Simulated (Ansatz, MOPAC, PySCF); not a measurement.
System: NaCl (charge 0, singlet). SMILES: [Na][Cl]
Geometry from a B3LYP-D3(BJ)/def2-TZVP (Ansatz, a program for electronic structure) optimisation:
```xyz
2

Na     0.0000     0.0000    -1.4348
Cl     0.0000     0.0000     0.9284
```
Charge 0, spin multiplicity 1.

Property: vertical ionisation energy to the doublet, in eV. Terms: no spin-orbit coupling; six Cartesian d functions in 6-31G* and its kin unless marked 5d; UHF or UKS for open shells; each state is the SCF solution reached for its charge and spin; non-relativistic; 6-311+G** with 5d, 6d on Na to Ar in Ansatz. Ab initio and DFT rows: single points at B3LYP-D3(BJ) geometries (Ansatz). Semi-empirical rows: differences of heats of formation at the shared geometry for vertical values.

```tsv
level	program	vertical ionisation energy to the doublet (eV)
AM1	MOPAC	9.15
PM6	MOPAC	8.55
MNDO	MOPAC	9.88
PBE/6-311+G**	Ansatz	9.37
B3LYP/3-21G	Ansatz	9.27
B3LYP/6-31G*	Ansatz	9.27
B3LYP/def2-TZVPD	Ansatz	9.34
PBE0/def2-TZVPD	Ansatz	9.24
M06-2X/def2-TZVPD	PySCF	9.31
```

No value to compare with is used here. The 6 habitual levels span 8.55 (PM6) to 9.88 eV (MNDO); B3LYP/def2-TZVPD gives 9.34.

The levels are drawn from those run, B3LYP/6-31G* more often than the rest, none by its result; runs whose electronic state is in doubt are left out.
